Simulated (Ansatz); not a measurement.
# Cl–BH–Cl, triplet: reading a ladder of total energies

Geometry: displaced at random from a stationary point.

```yaml
atoms:
  - { symbol: Cl, position_ang: [0.0594, -0.0787, 1.6558] }
  - { symbol: B, position_ang: [-0.1054, 0.4429, 0.0084] }
  - { symbol: Cl, position_ang: [-0.0288, -0.1027, -1.6588] }
  - { symbol: H, position_ang: [0.0543, 1.6295, 0.0184] }
```

Basis cc-pVDZ; Ansatz 0.2.0. Correlated methods freeze the noble-gas cores, which leaves 18 electrons in 44 orbitals. R marks a restricted (for open shells ROHF) determinant, U an unrestricted one.

Full CI isn't at hand for all of this; UCCSDT(Q) serves as the reference, and is uncertain by about the last step of the cluster series.

Runs differ by some tens of microhartree through their thresholds and, for an open shell, their frozen cores, so steps under 0.03 kcal/mol mean nothing.

```
    level  total energy (hartree)
      UHF             -944.145591
     UMP2             -944.497423
    UCCSD             -944.531047
 UCCSD(T)             -944.542696
   UCCSDT             -944.543857
UCCSDT(Q)             -944.544921
```

Q: What is the correlation energy at UCCSDT(Q), and what share of it do UMP2 and UCCSD recover?

A: E(corr) = -944.544921 − (-944.145591) = -0.399330 hartree = -10.866 eV. UMP2: -0.351832 / -0.399330 = 88.11 %. UCCSD: -0.385456 / -0.399330 = 96.53 %.

Q: By how many kcal/mol does UCCSD(T) miss UCCSDT(Q) (1 hartree = 627.509 kcal/mol), and which steps make up the rest?

A: -944.542696 − (-944.544921) = 0.002225 hartree = 1.40 kcal/mol. Steps: UCCSDT − UCCSD(T) = -0.73, UCCSDT(Q) − UCCSDT = -0.67 kcal/mol. Differences between like states or geometries often cancel part of this.
